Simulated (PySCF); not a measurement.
C₃H₇FO₂.
SMILES with atom numbers: `[CH3:1][O:2][CH2:3][O:4][CH2:5][F:6]` (hydrogens: H7, H8, H9 on C1; H10, H11 on C3; H12, H13 on C5)

The same species was optimised twice, with GFN2-xTB and with PBE0-D3(BJ)/def2-SVP (PySCF), and the same property calculations (PySCF, gas phase) were run on both structures.

```csv
coordinate,GFN2-xTB,PBE0-D3(BJ)/def2-SVP,change
C1–O2 (Å),1.415,1.403,-0.012
C3–O4 (Å),1.416,1.408,-0.008
C5–F6 (Å),1.376,1.369,-0.007
O2–C3 (Å),1.386,1.379,-0.007
O4–C5 (Å),1.372,1.372,0.000
C1–O2–C3 (°),113.9,114.3,+0.4
C3–O4–C5 (°),114.3,113.9,-0.4
O4–C5–F6 (°),110.7,110.9,+0.2
O2–C3–O4 (°),112.9,112.9,0.0
C1–O2–C3–O4 (°),69,70,+1
O2–C3–O4–C5 (°),69,72,+3
C3–O4–C5–F6 (°),75,75,0
```

Rotational constants: A = 9364, B = 1845, C = 1803 MHz (GFN2-xTB) against A = 9685, B = 1833, C = 1789 MHz (PBE0-D3(BJ)/def2-SVP). Point groups within 0.08 Å: C1 and C1.

On the GFN2-xTB structure: lowest singlet, TDDFT (eV) 8.19 [wB97X-D/def2-SVPD]; lowest triplet, Tamm–Dancoff (eV) 8.07 [wB97X-D/def2-SVPD]; isotropic polarisability (au) 48.5 [wB97X-D/def2-SVPD]; HOMO (eV) -10.27 [wB97X-D/def2-SVPD]; LUMO (eV) 2.28 [wB97X-D/def2-SVPD]; dipole (D) 2.13 [wB97X-D/def2-SVPD]; HOMO (eV) -8.20 [PBE0/pcSseg-1]; LUMO (eV) 1.57 [PBE0/pcSseg-1]; dipole (D) 2.14 [PBE0/pcSseg-1]; GIAO shielding of C1 (ppm) 129.4 [PBE0/pcSseg-1]; GIAO shielding of O2 (ppm) 290.4 [PBE0/pcSseg-1]; GIAO shielding of C3 (ppm) 91.4 [PBE0/pcSseg-1]; GIAO shielding of O4 (ppm) 224.0 [PBE0/pcSseg-1]; GIAO shielding of C5 (ppm) 85.6 [PBE0/pcSseg-1]; GIAO shielding of F6 (ppm) 359.6 [PBE0/pcSseg-1].

Question: What do these properties become on the PBE0-D3(BJ)/def2-SVP structure?

Answer: 
```
                                    property              level  on GFN2-xTB  on PBE0-D3(BJ)/def2-SVP  change
                  lowest singlet, TDDFT (eV)  wB97X-D/def2-SVPD         8.19                     8.18   -0.01
           lowest triplet, Tamm–Dancoff (eV)  wB97X-D/def2-SVPD         8.07                     8.07    0.00
               isotropic polarisability (au)  wB97X-D/def2-SVPD         48.5                     48.7    +0.2
                                   HOMO (eV)  wB97X-D/def2-SVPD       -10.27                   -10.25   +0.02
                                   LUMO (eV)  wB97X-D/def2-SVPD         2.28                     2.28    0.00
                                  dipole (D)  wB97X-D/def2-SVPD         2.13                     2.00   -0.13
energy, GFN2-xTB geometry as zero (kcal/mol)  wB97X-D/def2-SVPD          0.0                      0.0     0.0
                                   HOMO (eV)      PBE0/pcSseg-1        -8.20                    -8.18   +0.02
                                   LUMO (eV)      PBE0/pcSseg-1         1.57                     1.57    0.00
                                  dipole (D)      PBE0/pcSseg-1         2.14                     2.00   -0.14
energy, GFN2-xTB geometry as zero (kcal/mol)      PBE0/pcSseg-1          0.0                      0.1    +0.1
                  GIAO shielding of C1 (ppm)      PBE0/pcSseg-1        129.4                    128.8    -0.6
                  GIAO shielding of O2 (ppm)      PBE0/pcSseg-1        290.4                    291.9    +1.5
                  GIAO shielding of C3 (ppm)      PBE0/pcSseg-1         91.4                     91.8    +0.4
                  GIAO shielding of O4 (ppm)      PBE0/pcSseg-1        224.0                    225.0    +1.0
                  GIAO shielding of C5 (ppm)      PBE0/pcSseg-1         85.6                     85.7    +0.1
                  GIAO shielding of F6 (ppm)      PBE0/pcSseg-1        359.6                    361.0    +1.4
```

The heavy atoms differ by 0.025 Å rms after alignment. Among bonds between heavy atoms C1–O2 changes most (-0.012 Å). Changes are differences of the printed values. Neither structure is proved a minimum here.

Conformer computed: `[CH3:1][O:2][CH2:3][O:4][CH2:5][F:6]`: C1–O2–C3–O4 70°, O2–C3–O4–C5 72°, C3–O4–C5–F6 75°.

The pairwise dispersion term of wB97X-D wasn't added to the energies; at a given geometry it leaves orbitals and properties as they are.
